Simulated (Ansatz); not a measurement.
Reaction (SMILES): CB(I)I + 3 [H][H] (H2) → B (BH3) + C (CH4) + 2 I (HI)

Property: energy of full hydrogenation (electronic), in kcal/mol. Set-up: 6-31G* and kin with 6d, 5d where marked; def2 sets with scalar-relativistic core potentials past Kr; LANL2DZ with its own core potentials from Na on; no spin-orbit coupling; no dispersion term unless named; STO-3G and 3-21G all-electron and non-relativistic; frozen cores in correlated levels (noble-gas shells and the d and f shells of earlier blocks). First-principles rows: single points at B3LYP-D3(BJ) geometries (Ansatz, a first-principles code).

```tsv
level	program	energy of full hydrogenation (electronic) (kcal/mol)
HF/STO-3G	Ansatz	15.7
HF/3-21G	Ansatz	9.3
HF/6-31G* with LANL2DZ past Ar	Ansatz	9.0
SVWN5/6-31G* with LANL2DZ past Ar	Ansatz	38.0
PBE/STO-3G	Ansatz	42.4
PBE/3-21G	Ansatz	34.0
PBE/def2-SVP	Ansatz	24.4
PBE/6-31G* with LANL2DZ past Ar	Ansatz	33.4
BLYP/6-31G* with LANL2DZ past Ar	Ansatz	24.6
B3LYP/def2-SVP	Ansatz	14.7
B3LYP/6-31G* with LANL2DZ past Ar	Ansatz	22.5
MP2/3-21G	Ansatz	31.1
MP2/LANL2DZ	Ansatz	27.8
B3LYP/def2-TZVPD	Ansatz	14.3
B3LYP-D3(BJ)/def2-TZVPD	Ansatz + dftd3	20.6
B2PLYP-D3(BJ)/def2-TZVPD	Ansatz + dftd3	22.6
```

No value to compare with is used here. The 13 habitual levels span 9.0 (HF/6-31G* with LANL2DZ past Ar) to 42.4 kcal/mol (PBE/STO-3G); B2PLYP-D3(BJ)/def2-TZVPD gives 22.6.

The levels are drawn from those run, B3LYP/6-31G* more often than the rest, none by its result; left out are runs that failed, that the program found above a lower state of the same kind, or whose <S^2> lies over 0.5 above the pure value.
